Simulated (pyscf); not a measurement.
PySCF, gas phase, ωB97X-D3(BJ)/def2-SVP geometries.

Q: What are the homolytic bond dissociation enthalpies (298 K) of `[I][TiH]([I])[I]` at ωB97M-D3(BJ)/def2-TZVP, weakest first?

A: H–Ti to [I–Ti(I)–I]• + H•: 44.1 kcal/mol; I–Ti to I• + [I–TiH–I]•: 56.3 kcal/mol. Ring and multiple bonds, and those that leave no two simple radicals, are not listed. The radicals are drawn with the spin at the cut bond; how far it spreads was not checked. Left out: the spin-orbit lowering of I, which is large for Br, Se, Te and I. Open-shell species with a d-block atom are single-reference here; other states, and whether the spin sits on metal or ligand, were not checked. Elements past Kr carry the def2 core potentials, without spin-orbit coupling.
